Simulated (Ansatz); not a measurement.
Species: CH₃O, SMILES `C[O]` (charge 0, multiplicity 2).

Q: Give a relaxed geometry from r2SCAN-D4/def2-SVP (Ansatz, a first-principles code).

A: the end point of this relaxation (outside a Z-matrix the atoms follow the SMILES, hydrogens last).
Cartesian coordinates (Å) in one orientation:
```xyz
5

C     -0.023    -0.040     0.017
O      1.318     0.068     0.117
H     -0.558    -0.068     0.992
H     -0.365     0.902    -0.478
H     -0.372    -0.862    -0.648
```
